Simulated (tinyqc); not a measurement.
Worked calculation: UHF in the sto-6g basis, for H2F+, spin multiplicity 1. One step of it, computed by the program tinyqc.

Problem. Iteration 2: building the Fock matrix. J_ij = sum D_kl (ij|kl) with D = D(alpha) + D(beta), K_ij = sum D_kl (ik|jl) for each spin; F = H + J - K(s); E = tr D H + tr D J / 2 - 0.5 sum_s tr D(s) K(s) + E_nn.

D(alpha) after iteration 1, lower triangle:
```
            1F 1s      1F 2s     1F 2px     1F 2py    1F 2pz      2H 1s     3H 1s
1F 1s    1.044390
1F 2s   -0.187955   0.820692
1F 2px   0.000000   0.000000   0.901930
1F 2py   0.000000   0.000000  -0.175669   0.773411
1F 2pz   0.033245  -0.152139   0.000000   0.000000  0.893472
2H 1s   -0.039669   0.114267   0.229461   0.138030  0.102963   0.162627
3H 1s   -0.039669   0.114267  -0.229461  -0.138030  0.102963  -0.076341  0.162627
```

D(beta) after iteration 1, lower triangle:
```
            1F 1s      1F 2s     1F 2px     1F 2py    1F 2pz      2H 1s     3H 1s
1F 1s    1.044390
1F 2s   -0.187955   0.820692
1F 2px   0.000000   0.000000   0.901930
1F 2py   0.000000   0.000000   0.175669   0.773411
1F 2pz   0.033245  -0.152139   0.000000   0.000000  0.893472
2H 1s   -0.039669   0.114267  -0.229461   0.138030  0.102963   0.162627
3H 1s   -0.039669   0.114267   0.229461  -0.138030  0.102963  -0.076341  0.162627
```

core Hamiltonian H = T + V (hartree), lower triangle:
```
             1F 1s       1F 2s     1F 2px     1F 2py     1F 2pz      2H 1s      3H 1s
1F 1s   -41.408653
1F 2s    -9.237802  -11.374530
1F 2px    0.000000    0.000000  -9.152759
1F 2py    0.000000    0.000000   0.000000  -9.254332
1F 2pz   -0.013730   -0.159853   0.000000   0.000000  -9.207889
2H 1s    -1.404068   -3.215456   0.000000  -1.753292  -1.334260  -5.103005
3H 1s    -1.404068   -3.215456   0.000000   1.753292  -1.334260  -1.205334  -5.103005
```

Two-electron integrals (ij|kl) in chemists' order, unique and non-zero (hartree):
```
(11|11) 5.406240    (21|11) 0.768129    (21|21) 0.138909    (22|11) 1.266271
(22|21) 0.283987    (22|22) 0.926367    (31|31) 0.029452    (32|31) 0.044681
(32|32) 0.204753    (33|11) 1.266273    (33|21) 0.283987    (33|22) 0.926366
(33|33) 0.998085    (41|41) 0.029452    (42|41) 0.044681    (42|42) 0.204753
(43|43) 0.053789    (44|11) 1.266273    (44|21) 0.283987    (44|22) 0.926366
(44|33) 0.890506    (44|44) 0.998085    (51|51) 0.029452    (52|51) 0.044681
(52|52) 0.204753    (53|53) 0.053789    (54|54) 0.053789    (55|11) 1.266273
(55|21) 0.283987    (55|22) 0.926366    (55|33) 0.890506    (55|44) 0.890506
(55|55) 0.998085    (61|11) 0.123606    (61|21) 0.021432    (61|22) 0.042875
(61|33) 0.042802    (61|41) 0.000751    (61|42) 0.001469    (61|44) 0.042943
(61|51) 0.000553    (61|52) 0.001082    (61|54) 0.000104    (61|55) 0.042879
(61|61) 0.003362    (62|11) 0.316146    (62|21) 0.071983    (62|22) 0.262369
(62|33) 0.258639    (62|41) 0.004207    (62|42) 0.031862    (62|44) 0.265892
(62|51) 0.003099    (62|52) 0.023473    (62|54) 0.005343    (62|55) 0.262576
(62|61) 0.011112    (62|62) 0.092428    (63|31) 0.007949    (63|32) 0.045676
(63|43) 0.006636    (63|53) 0.004889    (63|63) 0.013474    (64|11) 0.174476
(64|21) 0.040283    (64|22) 0.156957    (64|33) 0.150344    (64|41) 0.009993
(64|42) 0.063599    (64|44) 0.167872    (64|51) 0.001505    (64|52) 0.013204
(64|54) 0.008024    (64|55) 0.152654    (64|61) 0.006485    (64|62) 0.067869
(64|64) 0.062914    (65|11) 0.128540    (65|21) 0.029677    (65|22) 0.115633
(65|33) 0.110762    (65|41) 0.001505    (65|42) 0.013204    (65|44) 0.113897
(65|51) 0.009058    (65|52) 0.055404    (65|54) 0.008946    (65|55) 0.122241
(65|61) 0.004778    (65|62) 0.050000    (65|64) 0.036423    (65|65) 0.040308
(66|11) 0.480430    (66|21) 0.111447    (66|22) 0.467395    (66|33) 0.451919
(66|41) 0.008073    (66|42) 0.085592    (66|44) 0.482011    (66|51) 0.005948
(66|52) 0.063058    (66|54) 0.022170    (66|55) 0.468252    (66|61) 0.017326
(66|62) 0.214391    (66|64) 0.182508    (66|65) 0.134458    (66|66) 0.774999
(71|11) 0.123606    (71|21) 0.021432    (71|22) 0.042875    (71|33) 0.042802
(71|41) -0.000751   (71|42) -0.001469   (71|44) 0.042943    (71|51) 0.000553
(71|52) 0.001082    (71|54) -0.000104   (71|55) 0.042879    (71|61) 0.003320
(71|62) 0.010799    (71|64) 0.005775    (71|65) 0.004645    (71|66) 0.016687
(71|71) 0.003362    (72|11) 0.316146    (72|21) 0.071983    (72|22) 0.262369
(72|33) 0.258639    (72|41) -0.004207   (72|42) -0.031862   (72|44) 0.265892
(72|51) 0.003099    (72|52) 0.023473    (72|54) -0.005343   (72|55) 0.262576
(72|61) 0.010799    (72|62) 0.075685    (72|64) 0.038249    (72|65) 0.039764
(72|66) 0.143034    (72|71) 0.011112    (72|72) 0.092428    (73|31) 0.007949
(73|32) 0.045676    (73|43) -0.006636   (73|53) 0.004889    (73|63) 0.010698
(73|73) 0.013474    (74|11) -0.174476   (74|21) -0.040283   (74|22) -0.156957
(74|33) -0.150344   (74|41) 0.009993    (74|42) 0.063599    (74|44) -0.167872
(74|51) -0.001505   (74|52) -0.013204   (74|54) 0.008024    (74|55) -0.152654
(74|61) -0.005775   (74|62) -0.038249   (74|64) -0.009041   (74|65) -0.019691
(74|66) -0.065522   (74|71) -0.006485   (74|72) -0.067869   (74|74) 0.062914
(75|11) 0.128540    (75|21) 0.029677    (75|22) 0.115633    (75|33) 0.110762
(75|41) -0.001505   (75|42) -0.013204   (75|44) 0.113897    (75|51) 0.009058
(75|52) 0.055404    (75|54) -0.008946   (75|55) 0.122241    (75|61) 0.004645
(75|62) 0.039764    (75|64) 0.019691    (75|65) 0.031297    (75|66) 0.082899
(75|71) 0.004778    (75|72) 0.050000    (75|74) -0.036423   (75|75) 0.040308
(76|11) 0.108882    (76|21) 0.025089    (76|22) 0.100318    (76|33) 0.098384
(76|44) 0.100107    (76|51) 0.001690    (76|52) 0.015674    (76|55) 0.102463
(76|61) 0.003836    (76|62) 0.035980    (76|64) 0.023065    (76|65) 0.022235
(76|66) 0.091266    (76|71) 0.003836    (76|72) 0.035980    (76|74) -0.023065
(76|75) 0.022235    (76|76) 0.017867    (77|11) 0.480430    (77|21) 0.111447
(77|22) 0.467395    (77|33) 0.451919    (77|41) -0.008073   (77|42) -0.085592
(77|44) 0.482011    (77|51) 0.005948    (77|52) 0.063058    (77|54) -0.022170
(77|55) 0.468252    (77|61) 0.016687    (77|62) 0.143034    (77|64) 0.065522
(77|65) 0.082899    (77|66) 0.302788    (77|71) 0.017326    (77|72) 0.214391
(77|74) -0.182508   (77|75) 0.134458    (77|76) 0.091266    (77|77) 0.774999
```

nuclear repulsion = 9.16090460 hartree

Give: Coulomb J; exchange K(alpha); exchange K(beta); F(alpha); F(beta); total energy of this density.

Solution.

Coulomb J (hartree), lower triangle:
```
          1F 1s    1F 2s  1F 2px   1F 2py  1F 2pz   2H 1s   3H 1s
1F 1s   20.1266
1F 2s    3.6179   9.4795
1F 2px   0.0000   0.0000  9.4652
1F 2py   0.0000   0.0000  0.0000   9.4851
1F 2pz  -0.0081  -0.0011  0.0000   0.0000  9.4883
2H 1s    0.5616   2.6442  0.0000   1.5706  1.1618  4.7540
3H 1s    0.5616   2.6442  0.0000  -1.5706  1.1618  1.0087  4.7540
```

exchange K(alpha) (hartree), lower triangle:
```
         1F 1s    1F 2s   1F 2px   1F 2py  1F 2pz   2H 1s   3H 1s
1F 1s   5.5385
1F 2s   0.8898   1.4788
1F 2px  0.0000   0.0000   1.1999
1F 2py  0.0000   0.0000  -0.0938   1.1958
1F 2pz  0.0018  -0.0512   0.0000   0.0000  1.2514
2H 1s   0.1463   0.4740   0.0542   0.2755  0.1998  0.4039
3H 1s   0.1463   0.4740  -0.0542  -0.2755  0.1998  0.1348  0.4039
```

exchange K(beta) (hartree), lower triangle:
```
         1F 1s    1F 2s   1F 2px   1F 2py  1F 2pz   2H 1s   3H 1s
1F 1s   5.5385
1F 2s   0.8898   1.4788
1F 2px  0.0000   0.0000   1.1999
1F 2py  0.0000   0.0000   0.0938   1.1958
1F 2pz  0.0018  -0.0512   0.0000   0.0000  1.2514
2H 1s   0.1463   0.4740  -0.0542   0.2755  0.1998  0.4039
3H 1s   0.1463   0.4740   0.0542  -0.2755  0.1998  0.1348  0.4039
```

F(alpha) (hartree), lower triangle:
```
           1F 1s    1F 2s   1F 2px   1F 2py   1F 2pz    2H 1s    3H 1s
1F 1s   -26.8206
1F 2s    -6.5097  -3.3738
1F 2px    0.0000   0.0000  -0.8875
1F 2py    0.0000   0.0000   0.0938  -0.9651
1F 2pz   -0.0237  -0.1098   0.0000   0.0000  -0.9710
2H 1s    -0.9888  -1.0452  -0.0542  -0.4582  -0.3722  -0.7530
3H 1s    -0.9888  -1.0452   0.0542   0.4582  -0.3722  -0.3314  -0.7530
```

F(beta) (hartree), lower triangle:
```
           1F 1s    1F 2s   1F 2px   1F 2py   1F 2pz    2H 1s    3H 1s
1F 1s   -26.8206
1F 2s    -6.5097  -3.3738
1F 2px    0.0000   0.0000  -0.8875
1F 2py    0.0000   0.0000  -0.0938  -0.9651
1F 2pz   -0.0237  -0.1098   0.0000   0.0000  -0.9710
2H 1s    -0.9888  -1.0452   0.0542  -0.4582  -0.3722  -0.7530
3H 1s    -0.9888  -1.0452  -0.0542   0.4582  -0.3722  -0.3314  -0.7530
```

total energy of this density = -99.499957 hartree

This density is a damped mixture and is not idempotent.
